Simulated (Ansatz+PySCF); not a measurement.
Two shapes of singlet O₃.

Shape 1:

```xyz
3

O     0.0000    0.0000   -0.4204
O     0.0000    1.0607    0.2102
O     0.0000   -1.0607    0.2102
```

Shape 2:

```xyz
3

O    -0.0376    0.0040   -0.4530
O    -0.0167    1.0707    0.1641
O     0.0037   -1.1105    0.2070
```

Basis set: def2-SVP (spherical functions). Frozen core: 3 orbitals. Charge 0, multiplicity 1.

Computed with Ansatz (development build ahead of 0.2.0); each method stands on the lowest determinant of its kind that the runs found.

(1) Which shape is lower in energy, and by how much in each method?

Answers

(1)

```tsv
method	E(2) − E(1) (eV)
RHF	0.279
UHF	-0.014
UHF-CCSDT(Q)	-0.058
PBE (restricted)	-0.035
PBE0 (unrestricted)	0.023
```

The methods disagree on the order. Caution for RHF: an unrestricted determinant lies well below. Caution for UHF, UHF-CCSDT(Q): the unrestricted determinant is a mixture of spin states. Caution for UHF, UHF-CCSDT(Q), PBE0 (unrestricted): the determinant breaks the point group. Caution for UHF-CCSDT(Q): a plain start can end on a higher determinant. Caution for PBE0 (unrestricted): the unrestricted determinant is spin contaminated.
